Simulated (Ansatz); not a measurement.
Ytterbium, fcc: convergence with Fermi-Dirac smearing

Computed with Ansatz, PBE, scalar-relativistic PAW, on the relaxed cell (a = 5.230 Å; spin not included). Errors count from a run at 420 eV on a Γ-centred 17×17×17 mesh with Fermi-Dirac smearing of 0.1 eV, extrapolated to zero width. Fixed here: cutoff 420 eV, mesh 10×10×10. The SCF starts from atomic densities corrected by a trained network.

```tsv
width (eV)	E(σ→0) error (meV/atom)	F error (meV/atom)	P (GPa)	SCF iterations
0.01	-11.2	-11.5	-0.07	7
0.03	-11.5	-13.1	-0.08	8
0.1	0.0	-43.4	-0.01	8
0.2	4.1	-184.6	0.11	8
0.3	-15.3	-412.6	0.12	9
0.6	-162.8	-1484.3	0.08	9
1.0	-511.2	-3621.5	0.49	10
```
